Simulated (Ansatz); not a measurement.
# singlet SiP(-): levels of theory in one basis

```tsv
atom	x (Å)	y (Å)	z (Å)
Si	0.0000	0.0000	-1.0018
P	0.0000	0.0000	1.0018
```

Basis set: def2-SVP (spherical functions). Left uncorrelated: 10 orbitals. Charge -1, multiplicity 1.

Computed with Ansatz (development build ahead of 0.2.0); each method stands on the lowest determinant of its kind that the runs found.

```csv
method,E − E(RHF) (eV),<S²> of the determinant
RHF,0.00,–
UHF,-0.13,0.59
UHF-MP2,-4.88,0.59
RHF-CCSD(T),-6.35,–
UHF-CCSD(T),-6.30,0.59
RHF-CCSDT(Q),-6.41,–
UHF-CCSDT(Q),-6.41,0.59
```

(1) What does RHF-MP2 give on the same scale?

## Answers

(1) -5.49 eV.

Caution: no diffuse functions for an anion. Caution for UHF, UHF-MP2, UHF-CCSD(T), UHF-CCSDT(Q): the unrestricted determinant is spin contaminated. Caution for UHF-MP2, UHF-CCSD(T), UHF-CCSDT(Q): a plain start can end on a higher determinant. Caution for UHF-CCSD(T): another reference gives a lower total.
